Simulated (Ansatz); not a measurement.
# CH₄S₂: a ladder of functionals and wavefunction methods

The task here is to estimate one member of a computed series from the others.

The runs use Ansatz 0.2.0, Gaussian basis; functionals in def2-TZVPP, the program's frozen cores in correlated methods.

The runs, in order: LDA (SPW92), PBE-D4, revPBE-D4, BLYP-D4, r2SCAN-D4, B97M-V, PBE0-D4, B3LYP-D4, r2SCANh-D4, r2SCAN0-D4, HSE06-D4, BHLYP-D4, CAM-B3LYP-D4, LC-ωPBE, ωB97X-V, ωB97M-V, B2PLYP, PBE-QIDH; CCSD(T)/def2-SVP; CCSD(T)/def2-TZVPP; MP2/def2-QZVPP; extrapolation to the limit; RPA on PBE.

**The relaxed structure**

An earlier PBE0-D4 in a triple-zeta def2 set relaxation fixed the geometry.

SMILES `CSS`, 7 atoms, charge 0, spin multiplicity 1.

Atoms are counted from 1 here; the program's logs count them from 0.

Bond lengths: C1–S2 1.802 Å, C1–H4 1.090 Å, C1–H5 1.089 Å, C1–H6 1.093 Å, S2–S3 2.037 Å, S3–H7 1.349 Å. Angles: S2–C1–H4 111.1°, S2–C1–H5 110.8°, S2–C1–H6 106.0°, H4–C1–H5 110.4°, H4–C1–H6 109.2°, H5–C1–H6 109.3°, C1–S2–S3 103.0°, S2–S3–H7 99.3°.

Set-up of the first run:

Input file in.yaml:

```yaml
crystal:
  periodic: [false, false, false]
  atoms:
    - {symbol: C, position_ang: [-0.757666, 0.530959, -0.254501]}
    - {symbol: S, position_ang: [0.410668, 0.313395, 1.100627]}
    - {symbol: S, position_ang: [1.938925, -0.712118, 0.227847]}
    - {symbol: H, position_ang: [-1.170462, -0.425572, -0.574092]}
    - {symbol: H, position_ang: [-0.285278, 1.039323, -1.094053]}
    - {symbol: H, position_ang: [-1.562512, 1.156207, 0.139838]}
    - {symbol: H, position_ang: [1.487625, -1.970193, 0.408634]}
basis:
  gaussian: {orbitals: def2-TZVPP}
hamiltonian: {xc: lda}
output: {orbitals: {seedname: orbitals}}
```

Steps of the session up to this table: LDA; PBE-D4 (GGA); revPBE-D4 (GGA); BLYP-D4 (GGA); r2SCAN-D4 (meta-GGA); B97M-V (meta-GGA); PBE0-D4 (hybrid); B3LYP-D4 (hybrid); r2SCANh-D4 (hybrid); r2SCAN0-D4 (hybrid); HSE06-D4 (hybrid); BHLYP-D4 (hybrid); CAM-B3LYP-D4 (range-separated); LC-ωPBE-D4 (range-separated; the results give it without D4); ωB97X-V (range-separated); ωB97M-V (range-separated); B2PLYP (double hybrid); PBE-QIDH (double hybrid).

One of the session's tables, all rows but one given; the rest of the session is left out.

It belongs to the step «Orbital energies across the functionals». 

```
  functional  HOMO (eV)  gap (eV)
 LDA (SPW92)      -5.79      4.07
      PBE-D4      -5.70      4.20
   revPBE-D4      -5.66      4.24
     BLYP-D4      -5.55      4.18
   r2SCAN-D4      -5.95      4.68
      B97M-V      -6.04      4.86
     PBE0-D4      -6.93      6.43
    B3LYP-D4      -6.70      5.96
  r2SCANh-D4      -6.40      5.50
  r2SCAN0-D4      -7.09      6.72
    HSE06-D4      -6.53      5.65
    BHLYP-D4      -8.03      8.63
CAM-B3LYP-D4      -8.25      8.90
     LC-ωPBE      -9.64     11.51
     ωB97X-V      -9.28     11.03
     ωB97M-V          ?         ?
```

Estimate the missing values for ωB97M-V.

As computed: HOMO (eV): -9.11; gap (eV): 10.70. In the column «HOMO (eV)» it lies between ωB97X-V (-9.28) and CAM-B3LYP-D4 (-8.25).
